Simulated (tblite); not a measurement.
# CHFN: the cost of one run

Computed with tblite 0.8.0 and PySCF 2.14.0; each step states its level. No surroundings beyond the atoms listed, unless a continuum is named. Atoms count from 0, parts from 1.

## 1. Starting point

4 atoms, charge -1, multiplicity 1; geometry: rigid parts in contact. Parts: 1 = atoms 0–1, `F`, charge 0; 2 = atoms 2–3, `[C-]#N`, charge -1.

## 2. Docking the parts with GFN2-xTB

The job: settings as JSON, then the geometry in Å.

```
{"job": {"kind": "dock", "xc": "GFN2-xTB", "basis": "xTB"}, "charge": -1, "multiplicity": 1, "parts": [{"atoms": "0-1", "charge": 0, "multiplicity": 1}, {"atoms": "2-3", "charge": -1, "multiplicity": 1}]}
F      0.466098     0.004328     0.009787
H     -0.466098    -0.004328    -0.009787
C     -2.245244     1.655765     0.341114
N     -1.837424     1.343016    -0.743354
```

Method: GFN2-xTB search for minima from random contacts, gas phase.

Started as:

```console
OMP_NUM_THREADS=1 python cluster_run.py task.json out
```

The driver reads the jobs from task.json and runs them one after another.

Q: Estimate the wall time of this first job on 1 thread of Arm Neoverse V2, shared host.

About 2.4 s.
